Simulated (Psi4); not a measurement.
# CCSD(T)/def2-SVP (sweep point 2) run of [HO2]− (hydroperoxide(1-))

Aim: the vertical ionisation energy of [HO2]− (hydroperoxide(1-)) at CCSD(T)/def2-SVP (sweep point 2), from 2 runs. 

The results are computed with Psi4 1.11.

## 1. Starting point

[HO2]−: 3 atoms, total charge -1, spin state singlet. As SMILES, `[O-]O`. Geometry: relaxed at GFN2-xTB.

Bond lengths: O1–O2 1.458 Å, O2–H3 0.963 Å. Angles: O1–O2–H3 100.3°.

## 2. The energy at CCSD(T)/def2-SVP (sweep point 2)

The input, input.in:

```
memory 1600 mb

molecule m {
  -1 1
  O     -0.355040     1.013280    -0.080710
  O     -0.244450    -0.436620    -0.180910
  H      0.599490    -0.576670     0.261620
  symmetry c1
}

set basis def2-SVP
set puream true
set scf_type pk
set num_frozen_docc 2

energy_value, wavefunction = energy("ccsd(t)", return_wfn=True)
```

Started as:

```
psi4 -i input.in -o input.out -n 1
```

input.out, cut to the lines that bear on the results:

```text
[...]
  Running in c1 symmetry.
[...]
  Nuclear repulsion =   29.875865342683984
[...]
  Multiplicity = 1
[...]
  Nalpha       = 9
  Nbeta        = 9
[...]
    Number of basis functions: 33
[...]
   @RHF iter   1:  -149.91174660956085   -9.20352e-01   1.36512e-02 ADIIS/DIIS
[...]
   @RHF iter  13:  -150.00662064832810   -1.02318e-12   4.09820e-09 DIIS
[...]
    Orbital Energies [Eh]
    ---------------------
    Doubly Occupied:
       1A    -20.266704     2A    -20.176297     3A     -1.056547
       4A     -0.748540     5A     -0.354933     6A     -0.256673
       7A     -0.220623     8A     -0.088216     9A     -0.061687
[...]
  @RHF Final Energy:  -150.00662064832810
   => Energetics <=
    Nuclear Repulsion Energy =             29.8758653426839835
    One-Electron Energy =                -273.3045299533791308
    Two-Electron Energy =                  93.4220439623670416
    Total Energy =                       -150.0066206483280951
[...]
 Multipole Moments:
 ------------------------------------------------------------------------------------
     Multipole            Electronic (a.u.)      Nuclear  (a.u.)        Total (a.u.)
 ------------------------------------------------------------------------------------
 L = 1.  Multiply by 2.5417464519 to convert [e a0] to [Debye]
 Dipole X            :         -0.2577446            0.8881296            0.6303849
 Dipole Y            :          0.1303572           -0.7895879           -0.6592307
 Dipole Z            :         -0.0000000            0.0000000           -0.0000000
 Magnitude           :                                                    0.9121240
[...]
      * MP2 total energy                      = -150.378337934055025
[...]
      * CCSD total energy                     = -150.391413623439263
[...]
      * CCSD(T) total energy                  = -150.399482002420967
[...]
```

Wall time 1.7 s (1 thread of Intel Xeon 6975P-C (Granite Rapids), shared host); peak memory 0.19 GiB.

## 3. Doublet neutral HO2

The input, input.in:

```
memory 1600 MB

molecule {
  0 2
  O     -0.355040     1.013280    -0.080710
  O     -0.244450    -0.436620    -0.180910
  H      0.599490    -0.576670     0.261620
  symmetry c1
}

set {
  basis def2-SVP
  reference uhf
  puream true
  scf_type pk
  num_frozen_docc 2
  maxiter 150
}

energy_value, wavefunction = energy("ccsd(t)", return_wfn=True)
```

Started as:

```
psi4 -i input.in -o input.out -n 1
```

input.out, cut to the lines that bear on the results:

```text
[...]
  Running in c1 symmetry.
[...]
  Nuclear repulsion =   29.875865342683984
[...]
  Multiplicity = 2
[...]
  Nalpha       = 9
  Nbeta        = 8
[...]
    Number of basis functions: 33
[...]
   @UHF iter   1:  -149.96608606662463   -9.74692e-01   8.49332e-03 ADIIS/DIIS
[...]
   @UHF iter  20:  -150.03620917413272   -1.36424e-12   8.56788e-09 DIIS
[...]
   @S^2 Observed:                8.044315610E-01
[...]
    Orbital Energies [Eh]
    ---------------------
    Alpha Occupied:
       1A    -20.698979     2A    -20.653361     3A     -1.488880
       4A     -1.209899     5A     -0.742326     6A     -0.733560
       7A     -0.635777     8A     -0.549583     9A     -0.538496
    Alpha Virtual:
      10A      0.165776    11A      0.245117    12A      0.804138
      13A      1.044552    14A      1.071454    15A      1.105994
      16A      1.182795    17A      1.209069    18A      1.249590
      19A      1.352717    20A      1.499623    21A      1.643319
      22A      1.779049    23A      2.498073    24A      2.587754
      25A      2.690047    26A      2.822226    27A      2.856379
[...]
  @UHF Final Energy:  -150.03620917413272
   => Energetics <=
    Nuclear Repulsion Energy =             29.8758653426839835
    One-Electron Energy =                -266.3139112382351641
    Two-Electron Energy =                  86.4018367214184480
    Total Energy =                       -150.0362091741327220
  UHF NO Occupations:
  HONO-2 :    7  A 1.9989742
  HONO-1 :    8  A 1.9745712
[...]
 Multipole Moments:
 ------------------------------------------------------------------------------------
     Multipole            Electronic (a.u.)      Nuclear  (a.u.)        Total (a.u.)
 ------------------------------------------------------------------------------------
 L = 1.  Multiply by 2.5417464519 to convert [e a0] to [Debye]
 Dipole X            :         -0.1378982            0.8881296            0.7502314
 Dipole Y            :          0.5595256           -0.7895879           -0.2300623
 Dipole Z            :         -0.0000000            0.0000000           -0.0000000
 Magnitude           :                                                    0.7847138
[...]
      * MP2 total energy                      = -150.374405471597072
[...]
      * CCSD total energy                     = -150.402092979541408
[...]
      * CCSD(T) total energy                     = -150.411991288036091
[...]
```

Run time: 2.7 s. Hardware: 1 thread of Intel Xeon 6975P-C (Granite Rapids), shared host; peak memory 0.2 GiB.

## 4. Results

At CCSD(T)/def2-SVP (sweep point 2), 2 core orbitals frozen:

| quantity | value |
| --- | --- |
| singlet [HO2]−: total energy | -150.39948 Eh |
| singlet [HO2]−: HOMO energy (Hartree–Fock orbitals) | -1.68 eV |
| singlet [HO2]−: LUMO energy (Hartree–Fock orbitals) | 11.70 eV |
| singlet [HO2]−: HOMO–LUMO gap (to an unbound level, set by the basis) | 13.38 eV |
| singlet [HO2]−: correlation energy (2 core orbitals frozen) | -392.9 mEh |
| singlet [HO2]−: (T) correction | -8.07 mEh |
| singlet [HO2]−: T1 diagnostic | 0.011 |
| doublet neutral HO2: total energy | -150.41199 Eh |
| doublet neutral HO2: HOMO energy (Hartree–Fock orbitals) (highest over α and β) | -13.87 eV |
| doublet neutral HO2: LUMO energy (Hartree–Fock orbitals) (lowest over α and β) | 3.36 eV |
| doublet neutral HO2: correlation energy (2 core orbitals frozen) | -375.8 mEh |
| doublet neutral HO2: (T) correction | -9.90 mEh |
| doublet neutral HO2: ⟨S²⟩ of the reference determinant | 0.804 |
| doublet neutral HO2: T1 diagnostic | 0.063 |
| vertical detachment energy (to the doublet neutral) | -0.340 eV |

In words: The species is unbound against losing an electron at this level, by 0.34 eV (−7.8 kcal/mol); missing correlation or diffuse functions can give that sign where the real anion is bound. The triples (singlet [HO2]−) make up 2.1 % of the correlation energy. The T1 diagnostic (doublet neutral HO2) of 0.063 is above the customary mark for such species, so a single reference may not serve. The triples (doublet neutral HO2) make up 2.6 % of the correlation energy.
